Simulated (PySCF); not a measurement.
EPR parameters of C4H7OS

C4H7OS (doublet state).
Atom-mapped SMILES: `[CH3:1][C@@H:2]1[CH:3][S@@:4](=[O:5])[CH2:6]1` (hydrogens: H7, H8, H9 on C1; H10 on C2; H11 on C3; H12, H13 on C6)

Method used: UKS B3LYP, pcH-1 on C H O S, non-relativistic, mean-field spin-orbit, GIAO in PySCF. One conformer (not necessarily the lowest) at the GFN2-xTB geometry, without solvent, vibrations or thermal averaging. A GFN2-xTB geometry isn't a minimum of the functional, and hyperfine couplings can be far from their values at a DFT geometry. No stability test was run, so a lower SCF solution isn't excluded.

| Property | Result |
| --- | --- |
| g1, g2, g3 | 2.00104, 2.00215, 2.00387 |
| g_iso | 2.00236 |
| Form of g | rhombic: the two nearest values differ by 39 % of g3 − g1 |
| ⟨S²⟩ | 0.7561 (exact 0.7500) |
| α and β electrons | 28, 27 |
| HOMO–LUMO gap, α and β orbitals | 6.18, 3.44 eV |

Isotropic coupling and dipolar principal values T1 to T3, in MHz; ρ(0) is the spin density at the nucleus:

```json
{"atom": "C1", "isotope": "13C", "a_iso": "51.7", "of which spin–orbit": "0.0", "T1": "-4.5", "T2": "-4.4", "T3": "8.9", "Mulliken spin population": "0.03", "ρ(0) (bohr⁻³)": "0.0460"}
{"atom": "C2", "isotope": "13C", "a_iso": "-29.1", "of which spin–orbit": "0.0", "T1": "-2.5", "T2": "0.5", "T3": "2.0", "Mulliken spin population": "-0.07", "ρ(0) (bohr⁻³)": "-0.0259"}
{"atom": "C3", "isotope": "13C", "a_iso": "134.9", "of which spin–orbit": "0.1", "T1": "-71.8", "T2": "-70.2", "T3": "142.0", "Mulliken spin population": "0.91", "ρ(0) (bohr⁻³)": "0.1199"}
{"atom": "S4", "isotope": "33S", "a_iso": "29.9", "of which spin–orbit": "-0.1", "T1": "-9.9", "T2": "-6.3", "T3": "16.2", "Mulliken spin population": "0.04", "ρ(0) (bohr⁻³)": "0.0873"}
{"atom": "O5", "isotope": "17O", "a_iso": "-5.4", "of which spin–orbit": "-0.1", "T1": "-22.3", "T2": "10.5", "T3": "11.8", "Mulliken spin population": "0.03", "ρ(0) (bohr⁻³)": "0.0089"}
{"atom": "C6", "isotope": "13C", "a_iso": "23.5", "of which spin–orbit": "0.0", "T1": "-3.3", "T2": "-0.9", "T3": "4.2", "Mulliken spin population": "0.02", "ρ(0) (bohr⁻³)": "0.0209"}
{"atom": "H7", "isotope": "1H", "a_iso": "-3.6", "of which spin–orbit": "0.0", "T1": "-4.3", "T2": "-1.7", "T3": "6.0", "Mulliken spin population": "0.00", "ρ(0) (bohr⁻³)": "-0.0008"}
{"atom": "H8", "isotope": "1H", "a_iso": "10.4", "of which spin–orbit": "0.0", "T1": "-2.9", "T2": "-1.4", "T3": "4.3", "Mulliken spin population": "0.01", "ρ(0) (bohr⁻³)": "0.0023"}
{"atom": "H9", "isotope": "1H", "a_iso": "-1.8", "of which spin–orbit": "0.0", "T1": "-3.8", "T2": "-2.3", "T3": "6.1", "Mulliken spin population": "0.00", "ρ(0) (bohr⁻³)": "-0.0004"}
{"atom": "H10", "isotope": "1H", "a_iso": "120.6", "of which spin–orbit": "0.0", "T1": "-5.1", "T2": "-3.6", "T3": "8.7", "Mulliken spin population": "0.05", "ρ(0) (bohr⁻³)": "0.0270"}
{"atom": "H11", "isotope": "1H", "a_iso": "-39.3", "of which spin–orbit": "0.0", "T1": "-33.1", "T2": "-1.8", "T3": "34.9", "Mulliken spin population": "-0.03", "ρ(0) (bohr⁻³)": "-0.0088"}
{"atom": "H12", "isotope": "1H", "a_iso": "-4.1", "of which spin–orbit": "0.0", "T1": "-2.8", "T2": "-1.9", "T3": "4.7", "Mulliken spin population": "0.00", "ρ(0) (bohr⁻³)": "-0.0009"}
{"atom": "H13", "isotope": "1H", "a_iso": "-6.4", "of which spin–orbit": "0.0", "T1": "-3.4", "T2": "-2.3", "T3": "5.7", "Mulliken spin population": "0.00", "ρ(0) (bohr⁻³)": "-0.0014"}
```

The Mulliken spin populations are largest on C3 (+0.91) and C2 (-0.07). No atom but C3 exceeds +0.15. The angles at C3 add up to 354.0°, so it is slightly pyramidal.

Under fast tumbling the dipolar parts average out, and these isotropic splittings remain: 1 × 1H (H10, I = 1/2, 2 lines) with 4.30 mT, 1 × 1H (H11, I = 1/2, 2 lines) with 1.40 mT, 1 × 1H (H13, I = 1/2, 2 lines) with 0.23 mT, 1 × 1H (H12, I = 1/2, 2 lines) with 0.15 mT and 3 × 1H (H7/H8/H9, I = 1/2, 4 lines) with 0.06 mT.

Nuclei that the bonding pattern makes equivalent are averaged, as if the motion that swaps them (rotation, inversion, ring flip) were fast. The three 1H nuclei of mean +1.7 MHz run from -3.6 to 10.4 MHz in the frozen geometry.

The 13C coupling of C3 (134.9 MHz) shows only in satellite lines or after enrichment, since that isotope makes up about 1.07 % of natural carbon.

The 33S coupling of S4 (29.9 MHz) shows only in satellite lines or after enrichment, since that isotope makes up about 0.76 % of natural sulfur.

β density exceeds α density at some nuclei, such as C2 (-0.0259), H11 (-0.0088) and H13 (-0.0014), spin density in bohr⁻³. In a single determinant that takes different orbitals for the two spins, that is spin polarisation.
